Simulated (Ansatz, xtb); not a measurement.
## Two isomers of C5H8F+

Structure a is `C=C(F)[C+](C)C`, a singlet and structure b is `C[C+](C)/C=C\F`, a singlet. Both are isolated ions in the gas phase, relaxed with B3LYP-D3(BJ)/def2-SVP; the shapes shown needn't be the lowest conformers.

a (Å):

| atom | x (Å) | y (Å) | z (Å) |
| --- | --- | --- | --- |
| C | -1.8048 | -1.5369 | -1.6115 |
| C | -1.6735 | -1.5438 | -0.2590 |
| C | -0.5835 | -2.1175 | 0.4696 |
| C | -0.6296 | -2.0167 | 1.9343 |
| C | 0.5541 | -2.7893 | -0.1736 |
| F | -2.6165 | -0.9783 | 0.4867 |
| H | -2.6822 | -1.0675 | -2.0671 |
| H | -1.0578 | -1.9880 | -2.2642 |
| H | -1.5733 | -2.4687 | 2.3007 |
| H | 0.2346 | -2.4717 | 2.4308 |
| H | -0.7323 | -0.9519 | 2.2243 |
| H | 1.4849 | -2.2933 | 0.1642 |
| H | 0.6299 | -3.8133 | 0.2419 |
| H | 0.5330 | -2.8339 | -1.2664 |

b (Å):

| atom | x (Å) | y (Å) | z (Å) |
| --- | --- | --- | --- |
| C | -2.3798 | -2.2423 | -0.4384 |
| C | -1.0238 | -2.0347 | 0.0995 |
| C | -0.7235 | -0.7369 | 0.7489 |
| C | -0.0768 | -3.0761 | -0.0286 |
| C | 1.2211 | -3.0410 | 0.4143 |
| F | 1.7335 | -2.0171 | 1.0157 |
| H | -2.5387 | -3.2215 | -0.9046 |
| H | -2.6030 | -1.4340 | -1.1627 |
| H | -3.1149 | -2.0822 | 0.3748 |
| H | -1.5910 | -0.0664 | 0.7513 |
| H | 0.1236 | -0.2412 | 0.2409 |
| H | -0.3774 | -0.8965 | 1.7860 |
| H | -0.3782 | -4.0037 | -0.5206 |
| H | 1.9233 | -3.8758 | 0.2929 |

Quicker runs give these differences E(b) − E(a): GFN2-xTB −28.0 kJ/mol; HF/STO-3G −64.5 kJ/mol (at GFN2-xTB geometries); r2SCAN-D4/def2-SVP −32.8 kJ/mol (at GFN2-xTB geometries).

Task: Estimate E(b) − E(a) at the level CCSD(T)/def2-SVP + ΔMP2/def2-TZVPP.

Result: Calculated at CCSD(T)/def2-SVP + ΔMP2/def2-TZVPP: E(b) − E(a) = −27.2 kJ/mol, so structure b lies lower.

The same difference at several levels:

```csv
level,geometry,E(b) − E(a) (kJ/mol),departure from the last row (kJ/mol),"job, with rough time for the two"
GFN2-xTB,GFN2-xTB,−28.0,−0.8,"optimisation, 0.19 s"
HF/STO-3G,GFN2-xTB,−64.5,−37.2,"single point, 0.28 s"
r2SCAN-D4/def2-SVP,GFN2-xTB,−32.8,−5.6,"single point, 2.3 s"
B3LYP-D3(BJ)/def2-SVP,B3LYP-D3(BJ)/def2-SVP,−32.4,−5.2,"optimisation, 36 s"
HF/def2-SVP,B3LYP-D3(BJ)/def2-SVP,−36.2,−8.9,part of the CCSD(T) run
MP2/def2-SVP,B3LYP-D3(BJ)/def2-SVP,−38.7,−11.5,part of the CCSD(T) run
CCSD(T)/def2-SVP,B3LYP-D3(BJ)/def2-SVP,−33.0,−5.8,single point
CCSD(T)/def2-SVP + ΔMP2/def2-TZVPP,B3LYP-D3(BJ)/def2-SVP,−27.2,,"single point, 29 s"
```

As drawn, both hold the same kinds of bond in the same numbers.

None of the levels shown reverses the order. The largest departure from CCSD(T)/def2-SVP + ΔMP2/def2-TZVPP is that of HF/STO-3G, 37.2 kJ/mol. The last row adds to CCSD(T) the change of the MP2 difference between the two basis sets, here +5.8 kJ/mol.

With thermal terms from frequencies at re-optimised GFN2-xTB minima (ideal gas, soft modes damped towards free rotors, one conformer each, 298.15 K, 1 atm): on the last row, ΔE + ΔZPE = −23.3, ΔH = −23.4, ΔG = −23.6 kJ/mol.

The correlated steps freeze 6 core orbitals. Run with Ansatz 0.2.0, xtb 6.7.1; the last row on 2 threads of Intel(R) Xeon(R) 6975P-C (Granite Rapids) on a shared host.
